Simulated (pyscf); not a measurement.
Structures and frequencies: ωB97X-D3(BJ)/def2-SVPD in PySCF.

### Question
Estimate by transition-state theory the rate constant of H₃C–O⁻ + H₃C–CH₂–OH → H₂C=O + H₃C–CH₃ + HO⁻ (singlet surface; C–H, C–O broken, C–H formed) at 600 K, with ωB97M-D3(BJ)/def2-TZVPD energies (ideal gas, 1 atm, RRHO with modes under 100 cm⁻¹ raised to 100, one conformer, R ln 2 for chiral ones without a mode under 150 cm⁻¹; no tunnelling).

### Answer
The electronic barrier is 37.9 kcal/mol and the thermal terms add +16.3, so ΔG‡ = 54.1 kcal/mol. With k_BT/h = 1.25e+13 s⁻¹ and RT = 1.192 kcal/mol, and a volume of 8.18e-20 cm³ per molecule at 1 atm, k = 2.0e-26 cm³ molecule⁻¹ s⁻¹. Wigner's tunnelling factor for 955i cm⁻¹ would be 1.22. A shift of 1 kcal/mol in the barrier changes k by a factor 2.3. On the reactant side the descent ends in a complex (not fully relaxed), 5.7 kcal/mol under the separated species and 45.4 kcal/mol under the saddle at ωB97X-D3(BJ)/def2-TZVPD. On the product side the descent ends in a bound adduct (not fully relaxed), 12.9 kcal/mol under the separated species and 40.8 kcal/mol under the saddle at ωB97X-D3(BJ)/def2-TZVPD. This is the saddle that the search found; another between the same sides may lie lower.
